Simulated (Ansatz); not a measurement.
# FeCo$_{3}$ (P4/mmm)

Method: DFT r2SCAN, scalar-relativistic, plane waves, PAW in Ansatz 0.2.0.

Plane waves to 500 eV, a k mesh through Γ of 16×16×6 on the computed 4-atom cell and Gaussian smearing (0.10 eV); collinear spin from starting moments 3.18 2.13 2.1 2.13 μB.

The structure is relaxed at this level of theory with its symmetry kept. Whether it is the stable form of this composition wasn't checked.

```
CELL_PARAMETERS angstrom
2.47275 0.00000 0.00000
0.00000 2.47275 0.00000
0.00000 0.00000 7.24959
ATOMIC_POSITIONS crystal
Fe 0.00000 0.00000 0.00000
Co 0.50000 0.50000 0.73912
Co 0.00000 0.00000 0.50000
Co 0.50000 0.50000 0.26088
```

| Quantity | Value |
| --- | --- |
| Space group | P4/mmm (No. 123) |
| Volume per atom | 11.08 Å³ |
| Formation energy from the elements' standard states (uncorrected) | -0.022 eV/atom |
| Generalised Kohn–Sham band gap | none (metal) |
| Density of states at the Fermi level | 2.62 states/eV per cell |
| Löwdin character within 0.5 eV of the Fermi level | Co 3d 69 %, Fe 3d 18 %, unprojected 5 % |
| Bader charges (e) | Fe (1 in the cell) 0.18, Co (2 in the cell) -0.08, Co (1 in the cell) -0.02 |
| Total moment | 8.21 μB per cell |
| Site moments (μB; atoms counted from 1 over the whole cell) | Fe (atom 1) 2.89, Co (atom 2) 1.94, Co (atom 3) 1.91, Co (atom 4) 1.94 |

The state reached may not be the lowest one. Only parallel moments were tried here.

Only this magnetic start was tried.

Cost: 1 run of about 1.7 core-minutes, on Intel Xeon 6975P-C (Granite Rapids) (shared hosts).